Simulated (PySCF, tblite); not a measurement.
Compound: hydrogen sulfide, H2S.
SMILES with atom numbers: `[SH2:1]` (hydrogens: H2, H3 on S1)

Geometry (GFN2-xTB, Å), atoms numbered from 1 in this order:
```
atom  x, y, z in Å
S1    -0.0291    0.6107   -0.0026
H2    -0.9357   -0.3581   -0.0113
H3     0.9763   -0.2551    0.0014
```

Computed with PBE0/pcSseg-1 in PySCF (dipole) on a GFN2-xTB geometry, gas phase.

Take the most abundant isotopes and a rigid rotor. 

(1) What are A, B and C (MHz)?

(2) Classify the top.

(3) Predict some low-J microwave lines.

(4) Estimate the classical rotational partition function at 100 K and 298.15 K.

## Answers

(1) Ia = 1.60, Ib = 1.85, Ic = 3.45 u·Å²; 505379 MHz·u·Å²/I gives A = 315842, B = 273532, C = 146584 MHz.

(2) An asymmetric top. Ray's parameter κ = (2B − A − C)/(A − C) = 0.500; −1 is the prolate and +1 the oblate limit.

(3) The dipole components are |μa| = 0.00 D, |μb| = 1.47 D, |μc| = 0.00 D; the symmetry axis of this C2v structure is b, so μa and μc vanish by symmetry and there are no a-type or c-type lines. Some lines, for components of 0.1 D or more:

```tsv
type	branch	J(Ka,Kc)	MHz	lower level (cm⁻¹)
b	Q	3(2,1) ← 3(1,2)	365991	96.784
b	Q	2(1,1) ← 2(0,2)	389773	38.920
b	Q	4(4,1) ← 4(3,2)	668748	177.068
b	R	2(1,2) ← 1(0,1)	755595	14.014
b	Q	4(3,2) ← 4(2,3)	767446	151.468
b	Q	4(1,3) ← 4(0,4)	1015723	117.312
b	R	3(2,2) ← 2(1,1)	1387280	51.921
b	R	4(2,2) ← 3(3,1)	1673576	117.420
b	R	3(3,1) ← 2(2,0)	1743119	59.276
b	R	4(4,1) ← 3(3,0)	2398549	119.368
```

(4) Point group C2v, symmetry number σ = 2; q = (√π/σ)·√((kT/h)³/(ABC)), k/h = 20836.6 MHz/K: 23.7 at 100 K, 122 at 298.15 K.

Its GFN2-xTB frequencies are all real (lowest 1158 cm⁻¹). These are rigid-rotor constants of the computed structure; measured ground-state constants (B0) also hold zero-point vibration.

Hardware: Arm Neoverse V2, one thread, no GPU, shared host. Cost: 0.9 s wall. This is the PBE0/pcSseg-1 job that gave the dipole, with the shieldings it also computed.
